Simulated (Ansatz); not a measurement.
# CH₅Al (triplet): the correlation ladder at distance Al1–H4 along a hydrogen transfer = 1.586 Å, cc-pVDZ

How much of the correlation energy of CH₅Al (triplet) does each wave-function method recover here?

Computed with Ansatz 0.2.0, Gaussian basis. Level: cc-pVDZ, core rule «outside noble gas», up to 6 orbitals frozen.

To be run: UHF; CCSD(T) on ROHF; CCSD(T) on UHF; BCCD(T) on ROHF; CISD; CCSDT(Q) on ROHF; CCSDT(Q) on UHF; CASSCF and NEVPT2, 4 electrons in 4 orbitals.

10 further runs of the same task are left out: 1 for a mislabelled method, 7 that didn't finish, 2 set aside as unsound or not needed.

### Step 1. The system

The geometry derives from fragments relaxed apart (PBE0/def2-TZVP) and kept rigid, so it is no stationary point. A hydrogen atom is moved between rigid fragments.

7 atoms, charge 0, spin multiplicity 3.

Atoms are counted from 1 here; the program's logs count them from 0.

Bond lengths: Al1–H2 1.586 Å, Al1–H3 1.586 Å, Al1–H4 1.586 Å, C5–H6 1.079 Å, C5–H7 1.079 Å. Angles: H2–Al1–H3 120.0°, H2–Al1–H4 120.0°, H3–Al1–H4 120.0°, H6–C5–H7 134.8°.

### Step 2. UHF

The input, in.yaml:

```yaml
crystal:
  periodic: [false, false, false]
  atoms:
    - {symbol: Al, position_ang: [-1.117033, 0.000000, 0.000000]}
    - {symbol: H, position_ang: [-1.909957, 1.373384, 0.000000]}
    - {symbol: H, position_ang: [-1.909957, -1.373384, 0.000000]}
    - {symbol: H, position_ang: [0.468814, 0.000000, 0.000000]}
    - {symbol: C, position_ang: [2.329967, 0.000000, 0.000000]}
    - {symbol: H, position_ang: [2.744435, 0.000000, 0.996161]}
    - {symbol: H, position_ang: [2.744435, 0.000000, -0.996161]}
basis:
  gaussian: {orbitals: cc-pVDZ}
magnetization: {spin_polarized: true, initial_magnetization: 2}
hamiltonian: {xc: hf}
output: {orbitals: {seedname: orbitals}}
```

On the command line:

```console
$ ansatz run in.yaml --threads 1 --pin off --events-out ev --progress --plain --max-ram 2393MiB
```

After this run come: CCSD(T) on ROHF; CCSD(T) on UHF; BCCD(T) on ROHF; CISD; CCSDT(Q) on ROHF; CCSDT(Q) on UHF; CASSCF and NEVPT2, 4 electrons in 4 orbitals.

**Question.** What will the summary of the whole plan be? Wanted: UCCSDT(Q) below the RHF energy; RMP2 from UCCSDT(Q); UMP2 from UCCSDT(Q); RCCSD from UCCSDT(Q); RCCSD(T) from UCCSDT(Q); UCCSD(T) from UCCSDT(Q); RCCSDT(Q) from UCCSDT(Q); NEVPT2 pair from UCCSDT(Q); T1 diagnostic.

As calculated:

| quantity | value |
| --- | --- |
| UCCSDT(Q) below the RHF energy | -6.3351 eV |
| RMP2 from UCCSDT(Q) | +31.26 kcal/mol |
| UMP2 from UCCSDT(Q) | +30.91 kcal/mol |
| RCCSD from UCCSDT(Q) | +2.99 kcal/mol |
| RCCSD(T) from UCCSDT(Q) | +0.67 kcal/mol |
| UCCSD(T) from UCCSDT(Q) | +0.66 kcal/mol |
| RCCSDT(Q) from UCCSDT(Q) | +0.02 kcal/mol |
| NEVPT2 pair from UCCSDT(Q) | +31.21 kcal/mol |
| levels within 1 kcal/mol (43 meV) | RCCSD(T), UCCSD(T), BCCD(T), RCCSDT, UCCSDT, RCCSDT(Q) |
| T1 diagnostic | 0.021 |

In words: RCCSD(T) misses by +0.67 kcal/mol, 0.5 % of the correlation energy. These misses are within one basis, not against nature; the frozen cores of restricted and unrestricted runs differ, which can shift their rows.
